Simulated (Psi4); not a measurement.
**C2H2F2 (vinylidene fluoride) at 3 levels**

Wanted: a comparison of 3 runs (BHLYP/aug-cc-pVDZ, CAM-B3LYP/aug-cc-pVDZ, M06-2X/aug-cc-pVDZ) of C2H2F2 (vinylidene fluoride). 

The calculation is run with Psi4 1.11.

1 further run of the same task is left out (set aside as unsound or not needed). Runs told in other sessions of the task aren't counted.

## (1) Starting point

The species is C2H2F2 (6 atoms), meant as a singlet with charge 0. SMILES: `C=C(F)F`. The C2–F3 distance was set to 1.707 Å, away from the relaxed value.

Bond lengths: C1–C2 1.315 Å, C2–F4 1.313 Å, C1–H5 1.079 Å, C1–H6 1.079 Å. Angles: C1–C2–F4 125.2°, C2–C1–H5 119.7°, C2–C1–H6 119.7°, H5–C1–H6 120.6°. A long bond or contact: C2–F3 1.707 Å.

## (2) Energy and forces at BHLYP/aug-cc-pVDZ (run 1)

Input file run.py:

```python
import numpy as np
from ase.calculators.psi4 import Psi4
from ase import Atoms

mol = Atoms(['C', 'C', 'F', 'F', 'H', 'H'], positions=[
    [0.052064, 0.461700, -0.900636],
    [0.272964, -0.403900, 0.063864],
    [-0.454900, -0.363600, 1.607600],
    [1.087164, -1.431400, -0.013236],
    [0.562164, 0.351300, -1.844636],
    [-0.637636, 1.275500, -0.740436],
])
calc = Psi4(atoms=mol, method='bhhlyp', basis='aug-cc-pVDZ', memory='1600MB', num_threads=1, charge=0, multiplicity=1, label='c2h2f2')
calc.psi4.set_options({'puream': True, 'e_convergence': 1e-09, 'd_convergence': 1e-08, 'scf_type': 'pk', 'dft_radial_points': 99, 'dft_spherical_points': 590})
mol.calc = calc

forces = mol.get_forces()
print(f'energy: {mol.get_potential_energy():.6f} eV')
print('forces / eV A^-1')
print(np.round(forces, 5))
```

Run with:

```console
$ python run.py
```

c2h2f2.dat:

```text
[...]
  Running in c1 symmetry.
[...]
  Nuclear repulsion =  108.618786124135696
[...]
  Multiplicity = 1
[...]
  Nalpha       = 16
  Nbeta        = 16
[...]
    Number of basis functions: 110
[...]
   @RKS iter   1:  -276.73493589703560   -6.93600e-01   5.63901e-03 DIIS/ADIIS
[...]
   @RKS iter  12:  -276.91507008338283   -2.38742e-12   3.67718e-09 DIIS
[...]
  @RKS Final Energy:  -276.91507008338283
   => Energetics <=
    Nuclear Repulsion Energy =            108.6187861241356956
    One-Electron Energy =                -597.2216904207585912
    Two-Electron Energy =                 228.4082089263939963
    DFT Exchange-Correlation Energy =     -16.7203747131538627
    Empirical Dispersion Energy =           0.0000000000000000
    VV10 Nonlocal Energy =                  0.0000000000000000
    Total Energy =                       -276.9150700833828296
[...]
  -Total Gradient:
     Atom            X                  Y                   Z
    ------   -----------------  -----------------  -----------------
       1        0.012836301064    -0.001702235171    -0.025544329574
       2        0.020673399366     0.010972428637    -0.064197298715
       3       -0.050676824027     0.002435170576     0.108103662416
       4        0.019211039298    -0.014519570647    -0.018150048453
       5       -0.001789885264     0.002775207225    -0.000702121370
       6       -0.000255944094     0.000041431541     0.000490288078
[...]
```

Standard output:

```text
energy: -7535.242868 eV
forces / eV A^-1
[[-6.60070e-01  8.75300e-02  1.31354e+00]
 [-1.06307e+00 -5.64220e-01  3.30116e+00]
 [ 2.60591e+00 -1.25220e-01 -5.55891e+00]
 [-9.87870e-01  7.46630e-01  9.33310e-01]
 [ 9.20400e-02 -1.42710e-01  3.61000e-02]
 [ 1.31600e-02 -2.13000e-03 -2.52100e-02]]
```

Wall time 62 s (1 thread of Intel Xeon Platinum 8259CL at 2.50GHz (Skylake/Cascade Lake), shared host); peak memory 0.57 GiB.

## (3) Energy and forces at CAM-B3LYP/aug-cc-pVDZ (run 2)

Input file calc.py:

```python
import psi4

psi4.set_memory('1600 MB')
psi4.set_num_threads(1)
psi4.core.set_output_file('run.log', False)

molecule = psi4.geometry("""
C      0.09838670     0.87248655    -1.70195538
C      0.51582720    -0.76326038     0.12068547
F     -0.85963641    -0.68710442     3.03792372
F      2.05444221    -2.70495397    -0.02501241
H      1.06233600     0.66386079    -3.48585684
H     -1.20495741     2.41034567    -1.39922125
units au
symmetry c1
""")

psi4.set_options({
    'basis': 'aug-cc-pVDZ',
    'reference': 'rks',
    'puream': True,
    'e_convergence': 1e-09,
    'd_convergence': 1e-08,
    'scf_type': 'pk',
    'dft_radial_points': 99,
    'dft_spherical_points': 590,
})

energy_value, wavefunction = psi4.gradient('CAM-B3LYP', molecule=molecule, return_wfn=True)
print('gradient / Eh bohr^-1')
print(energy_value.np.round(6))
print(f'energy = {wavefunction.energy():.10f} Eh')
```

Run with:

```console
$ python calc.py
```

run.log:

```text
[...]
  Running in c1 symmetry.
[...]
  Nuclear repulsion =  108.618786242353295
[...]
  Multiplicity = 1
[...]
  Nalpha       = 16
  Nbeta        = 16
[...]
    Number of basis functions: 110
[...]
   @RKS iter   1:  -276.76159291132910   -6.45960e-01   5.89883e-03 DIIS/ADIIS
[...]
   @RKS iter  12:  -276.95710163904209   -1.76215e-12   3.39005e-09 DIIS
[...]
  @RKS Final Energy:  -276.95710163904209
   => Energetics <=
    Nuclear Repulsion Energy =            108.6187862423532948
    One-Electron Energy =                -597.1264126030248462
    Two-Electron Energy =                 235.3492489487766193
    DFT Exchange-Correlation Energy =     -23.7987242271471224
    Empirical Dispersion Energy =           0.0000000000000000
    VV10 Nonlocal Energy =                  0.0000000000000000
    Total Energy =                       -276.9571016390420937
[...]
  -Total Gradient:
     Atom            X                  Y                   Z
    ------   -----------------  -----------------  -----------------
       1        0.012582311957    -0.003296652107    -0.022306499149
       2        0.021907821334     0.009413310699    -0.064311890841
       3       -0.046924865915     0.002302255016     0.100020492062
       4        0.013335709009    -0.007408007093    -0.017084812925
       5       -0.003927434771     0.002892877831     0.003833226935
       6        0.003024840950    -0.003901055712    -0.000151517375
[...]
```

Standard output:

```text
gradient / Eh bohr^-1
[[ 0.012582 -0.003297 -0.022306]
 [ 0.021908  0.009413 -0.064312]
 [-0.046925  0.002302  0.10002 ]
 [ 0.013336 -0.007408 -0.017085]
 [-0.003927  0.002893  0.003833]
 [ 0.003025 -0.003901 -0.000152]]
energy = -276.9571016390 Eh
```

Run time: 82 s. Hardware: 1 thread of Intel Xeon Platinum 8259CL at 2.50GHz (Skylake/Cascade Lake), shared host; peak memory 0.69 GiB.

## (4) A single-point energy at M06-2X/aug-cc-pVDZ (run 3)

Input file c2h2f2.py:

```python
import psi4

psi4.set_memory('1600 MB')
psi4.set_num_threads(1)
psi4.core.set_output_file('c2h2f2.out', False)

geom = psi4.geometry("""
0 1
C      0.052064     0.461700    -0.900636
C      0.272964    -0.403900     0.063864
F     -0.454900    -0.363600     1.607600
F      1.087164    -1.431400    -0.013236
H      0.562164     0.351300    -1.844636
H     -0.637636     1.275500    -0.740436
symmetry c1
""")

psi4.set_options({
    'reference': 'rks',
    'puream': True,
    'e_convergence': 1e-09,
    'd_convergence': 1e-08,
    'scf_type': 'pk',
    'dft_radial_points': 99,
    'dft_spherical_points': 590,
})

e_tot = psi4.energy("m06-2x/aug-cc-pVDZ", molecule=geom)
print(f'm06-2x/aug-cc-pVDZ energy: {e_tot:.10f} Eh')
```

Run with:

```console
$ python c2h2f2.py
```

c2h2f2.out:

```text
[...]
  Running in c1 symmetry.
[...]
  Nuclear repulsion =  108.618786124135696
[...]
  Multiplicity = 1
[...]
  Nalpha       = 16
  Nbeta        = 16
[...]
    Number of basis functions: 110
[...]
   @RKS iter   1:  -276.75955564369508   -6.47001e-01   5.66916e-03 DIIS/ADIIS
[...]
   @RKS iter  12:  -276.94429327242432   -1.36424e-12   2.41880e-09 DIIS
[...]
  @RKS Final Energy:  -276.94429327242432
   => Energetics <=
    Nuclear Repulsion Energy =            108.6187861241356956
    One-Electron Energy =                -597.1105384754761189
    Two-Electron Energy =                 227.0479134397823486
    DFT Exchange-Correlation Energy =     -15.5004543608662431
    Empirical Dispersion Energy =           0.0000000000000000
    VV10 Nonlocal Energy =                  0.0000000000000000
    Total Energy =                       -276.9442932724243178
[...]
 Multipole Moments:
 ------------------------------------------------------------------------------------
     Multipole            Electronic (a.u.)      Nuclear  (a.u.)        Total (a.u.)
 ------------------------------------------------------------------------------------
 L = 1.  Multiply by 2.5417464519 to convert [e a0] to [Debye]
 Dipole X            :          0.8514074           -0.6642899            0.1871175
 Dipole Y            :         -2.7963206            3.2125551            0.4162345
 Dipole Z            :          2.8109374           -3.9242321           -1.1132947
 Magnitude           :                                                    1.2031996
[...]
```

Standard output:

```text
m06-2x/aug-cc-pVDZ energy: -276.9442932724 Eh
```

It took 93 s on 1 thread of Intel Xeon Platinum 8259CL at 2.50GHz (Skylake/Cascade Lake), shared host; peak memory 0.55 GiB.

## (5) All runs side by side

```csv
run,level,task,energy (Eh),dipole moment (D),HOMO energy (eV),LUMO energy (eV),wall time
1,BHLYP/aug-cc-pVDZ,gradient,-276.915070,3.19,-9.92,-0.47,62 s
2,CAM-B3LYP/aug-cc-pVDZ,gradient,-276.957102,3.06,-10.10,-0.53,82 s
3,M06-2X/aug-cc-pVDZ,energy,-276.944293,3.06,-10.01,-0.60,93 s
```

## (6) Outcome

| quantity | value |
| --- | --- |
| run 3: total energy | -276.94429 Eh |
| run 3: dipole moment | 3.06 D |
| run 3: HOMO energy | -10.01 eV |
| run 3: LUMO energy | -0.60 eV |
| run 3: HOMO–LUMO gap | 9.41 eV |

**Reading.** The dipole moment (its size) runs from 3.06 D (M06-2X/aug-cc-pVDZ) to 3.19 D (BHLYP/aug-cc-pVDZ). The HOMO–LUMO gap runs from 9.41 eV (M06-2X/aug-cc-pVDZ) to 9.58 eV (CAM-B3LYP/aug-cc-pVDZ). Totals of different functionals can't be ranked against each other. All runs together took 3.9 min, the longest 93 s.
